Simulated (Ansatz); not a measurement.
**Multireference treatment of NO2, doublet**

Program: Ansatz, Gaussian basis, development build. Basis cc-pVDZ, nonrelativistic, 3 orbitals frozen in the corrections. State-specific CASSCF; RHF is the lowest restricted (open-shell) Hartree–Fock solution met. Solutions may break the symmetry of the shape. No proof that the lowest CASSCF solution was found.

Geometry:

```json
{"atom": "N", "x (Å)": "0.0000", "y (Å)": "0.0000", "z (Å)": "-0.2896"}
{"atom": "O", "x (Å)": "0.0000", "y (Å)": "1.0055", "z (Å)": "0.1267"}
{"atom": "O", "x (Å)": "0.0000", "y (Å)": "-1.0055", "z (Å)": "0.1267"}
```

What do CASSCF and its corrections give against RHF in CAS(11,9), and what are the occupations?

CASSCF -3.659 eV, SC-NEVPT2 -13.198 eV; occupations 1.99, 1.98, 1.98, 1.97, 1.95, 1.02, 0.07, 0.03, 0.01.
